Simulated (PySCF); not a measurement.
Gas-phase reaction: Al(CH3)2F → Al + C2H5 + HF

Method: PySCF energies plus ideal-gas RRHO corrections (1 bar). † marks an energy on the PBE0/def2-TZVP geometry and frequencies; other levels use their own. MP2 and CCSD(T) freeze the core. Open shells (unrestricted): Al (multiplicity 2), C2H5 (multiplicity 2); the rest are closed-shell singlets. Spin-orbit splitting is ignored; it lowers the true energy and changes the entropy of Al. Al(CH3)2F: computed as isolated molecules; such fragments, hydroxides, amides, oligomers or adducts are transient or little studied in the gas. MP2 isn't extrapolated to the basis-set limit. CCSD(T) isn't extrapolated to the basis-set limit.

| level | ΔH°(298 K), kJ |
|---|---|
| CCSD(T)/def2-SVP† | … |
| CCSD(T)/def2-TZVPP† | 624 |
| HF/def2-TZVP† | 516 |
| MP2/def2-TZVPP† | … |
| PBE/def2-TZVP† | 621 |
| PBE0/def2-SVP† | … |
| PBE0/def2-TZVP | 621 |
| r2SCAN/def2-TZVP† | 642 |
| LDA/def2-TZVP† | … |
| ωB97M-V/def2-TZVP† | 652 |

Problem. Complete the blanks.

Solution. 
- CCSD(T)/def2-SVP†, ΔH°(298 K), kJ: 608
- MP2/def2-TZVPP†, ΔH°(298 K), kJ: 654
- PBE0/def2-SVP†, ΔH°(298 K), kJ: 632
- LDA/def2-TZVP†, ΔH°(298 K), kJ: 692
